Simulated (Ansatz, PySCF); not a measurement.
Breaking a bond: SO, triplet.

Levels of theory: UKS-PBE = Ansatz (a program for electronic structure) with unrestricted PBE/cc-pVDZ; UKS-r2SCAN = unrestricted r2SCAN/cc-pVDZ (PySCF); UCCSD(T) = CCSD(T) on UHF/cc-pVDZ, 6 core orbitals frozen (PySCF).

Energies relative to the lowest point of each curve near equilibrium, in kcal/mol; the last columns give the difference from UCCSD(T):

```json
[
 {"R / Å": "1.18", "UKS-PBE": "149.5", "UKS-r2SCAN": "143.2", "UCCSD(T)": "145.5", "UKS-PBE − UCCSD(T)": "4.0", "UKS-r2SCAN − UCCSD(T)": "-2.3"},
 {"R / Å": "1.25", "UKS-PBE": "82.5", "UKS-r2SCAN": "77.5", "UCCSD(T)": "79.0", "UKS-PBE − UCCSD(T)": "3.5", "UKS-r2SCAN − UCCSD(T)": "-1.5"},
 {"R / Å": "1.34", "UKS-PBE": "32.1", "UKS-r2SCAN": "28.9", "UCCSD(T)": "29.8", "UKS-PBE − UCCSD(T)": "2.3", "UKS-r2SCAN − UCCSD(T)": "-0.9"},
 {"R / Å": "1.40", "UKS-PBE": "13.8", "UKS-r2SCAN": "11.7", "UCCSD(T)": "12.3", "UKS-PBE − UCCSD(T)": "1.5", "UKS-r2SCAN − UCCSD(T)": "-0.6"},
 {"R / Å": "1.44", "UKS-PBE": "6.4", "UKS-r2SCAN": "5.0", "UCCSD(T)": "5.4", "UKS-PBE − UCCSD(T)": "1.0", "UKS-r2SCAN − UCCSD(T)": "-0.4"},
 {"R / Å": "1.48", "UKS-PBE": "1.9", "UKS-r2SCAN": "1.3", "UCCSD(T)": "1.4", "UKS-PBE − UCCSD(T)": "0.5", "UKS-r2SCAN − UCCSD(T)": "-0.2"},
 {"R / Å": "1.51", "UKS-PBE": "0.1", "UKS-r2SCAN": "0.0", "UCCSD(T)": "0.0", "UKS-PBE − UCCSD(T)": "0.1", "UKS-r2SCAN − UCCSD(T)": "0.0"},
 {"R / Å": "1.58", "UKS-PBE": "0.0", "UKS-r2SCAN": "1.1", "UCCSD(T)": "0.9", "UKS-PBE − UCCSD(T)": "-0.9", "UKS-r2SCAN − UCCSD(T)": "0.2"},
 {"R / Å": "1.64", "UKS-PBE": "3.2", "UKS-r2SCAN": "5.3", "UCCSD(T)": "5.0", "UKS-PBE − UCCSD(T)": "-1.8", "UKS-r2SCAN − UCCSD(T)": "0.3"},
 {"R / Å": "1.70", "UKS-PBE": "8.6", "UKS-r2SCAN": "11.5", "UCCSD(T)": "10.9", "UKS-PBE − UCCSD(T)": "-2.3", "UKS-r2SCAN − UCCSD(T)": "0.6"},
 {"R / Å": "1.84", "UKS-PBE": "25.5", "UKS-r2SCAN": "30.4", "UCCSD(T)": "28.2", "UKS-PBE − UCCSD(T)": "-2.7", "UKS-r2SCAN − UCCSD(T)": "2.2"}
]
```

UKS-PBE is furthest from UCCSD(T) at 1.18 (4.0 kcal/mol, above); its mean absolute difference over the points is 1.9 kcal/mol.

UKS-r2SCAN is furthest from UCCSD(T) at 1.18 (-2.3 kcal/mol, below); its mean absolute difference over the points is 0.8 kcal/mol.

The scan ran from 1.18 to 5.96 Å; beyond the distances shown one of the unrestricted levels run for this scan, shown here or not, changes its spin distribution in one step.
